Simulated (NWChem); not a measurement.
## Total energies of Be

```xyz
1

Be     0.0000     0.0000     0.0000
```
Charge 0, spin multiplicity 1.

The numbers come from NWChem runs, not from measurements.

Basis set: cc-pVQZ (55 functions).

| method | total energy (Ha) |
|---|---|
| RHF | -14.57297 |
| MP2 | -14.60238 |
| B2PLYP | -14.64911 |
| PBE | -14.62897 |
| B3LYP | -14.67263 |
| CAM-B3LYP | -14.64961 |

Total energies of different functionals aren't comparable as a measure of quality: only differences taken within one method are. 

The correlated methods keep 1 core orbital frozen. B3LYP has NWChem's definition, with VWN1-RPA local correlation.
